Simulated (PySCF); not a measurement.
Metal–ligand bonds in Cd(F)1–Y. All species are isolated molecules in the gas phase. One relaxed conformer stands for each flexible species; it need not be the lowest. Multiplicities are imposed; where one is given, others were not computed. Strings in code marks are SMILES.

The dipole moment from two functionals at the same geometries (BP86-D3(BJ)/def2-SVP), both in PySCF: PBE-D3(BJ)/def2-TZVP and B3LYP-D3(BJ)/def2-TZVP. B3LYP has the VWN-RPA correlation part, as in Gaussian. 

```json
[
 {"species": "ligand removed as a radical", "PBE-D3(BJ)/def2-TZVP (D)": "3.38"},
 {"species": "Y = Br", "PBE-D3(BJ)/def2-TZVP (D)": "0.88"},
 {"species": "free radical OH (`[OH]`)", "PBE-D3(BJ)/def2-TZVP (D)": "1.73"},
 {"species": "free radical CH3 (`[CH3]`)", "PBE-D3(BJ)/def2-TZVP (D)": "0.00"}
]
```

Task: What does B3LYP-D3(BJ)/def2-TZVP give for each?

Result: 
- ligand removed as a radical: 3.73
- Y = Br: 0.96
- free radical OH (`[OH]`): 1.78
- free radical CH3 (`[CH3]`): 0.00
Over these rows, drawn at random from the members with no instability flagged (it was tested for open shells, ions and some series alone), PBE minus B3LYP-D3(BJ): mean -0.12 D, from -0.35 D to 0.00 D.
